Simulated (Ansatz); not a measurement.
`CCOC(F)F`, charge 0, multiplicity 1.

Q: Give a relaxed structure at PBE0-D4/def2-TZVP (the Gaussian-basis code of Ansatz). (An estimate is asked.)

A: The calculation gave: 
Cartesian coordinates in Å:
```
C -0.1230 1.7002 0.5820
C -0.4845 0.3430 0.0427
O 0.6934 -0.4600 0.0402
C 0.5404 -1.6651 -0.5438
F 1.7517 -2.2234 -0.6457
F -0.2222 -2.4912 0.2236
H 0.2652 1.6178 1.5984
H -1.0073 2.3402 0.6010
H 0.6367 2.1755 -0.0407
H -0.8720 0.4170 -0.9824
H -1.2500 -0.1365 0.6609
H 0.0715 -1.6176 -1.5362
```
This is one stationary point; other conformers may exist.
